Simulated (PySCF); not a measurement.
Problem. Write Cartesian coordinates for phosphabenzene, `c1ccpcc1` as optimised with PBE0-D3(BJ)/def2-SVP.

Solution. 
```xyz
11
C5H5P angstrom
C     -0.0365    1.1968   -0.0365
C     -1.2374    0.4863   -0.0035
C     -1.2993   -0.9021    0.0641
P      0.0700   -1.9708    0.1187
C      1.3642   -0.8125    0.0654
C      1.2093    0.5686   -0.0031
H     -0.0731    2.2877   -0.0902
H     -2.1741    1.0525   -0.0326
H     -2.2887   -1.3718    0.0853
H      2.3831   -1.2144    0.0873
H      2.1059    1.1964   -0.0323
```

Any rigid rotation of these coordinates is as good. Atoms count from 1 in this order. The 6 heavy atoms lie in one plane (0.000 Å rms). The 6-membered ring C1–C2–C3–P4–C5–C6 has internal angles of 100.1° to 125.5° (sum 720°, against 720° for a flat polygon); it is planar, 0.00 Å rms from its mean plane, widest ring torsion 0°. P4 (phosphorus bonded to 2 C) is bent (angle 100.1°).

Bonds between heavy atoms (Å): C1–C2 1.396, C2–C3 1.391, C3–P4 1.738, P4–C5 1.738, C5–C6 1.391, C1–C6 1.396.

Computed, not measured: PBE0-D3(BJ)/def2-SVP geometry optimisation, gas phase (PySCF).

Point group: C2v (tolerance 0.08 Å). PBE0-D3(BJ)/def2-SVP frequencies: not computed here.

Time: 28 s of wall time; peak memory 0.47 GiB. Hardware: one thread, Intel Xeon Platinum 8259CL at 2.50 GHz (x86_64), no GPU, shared host with 48 logical CPUs at a one-minute load of 23. This is the geometry optimisation.
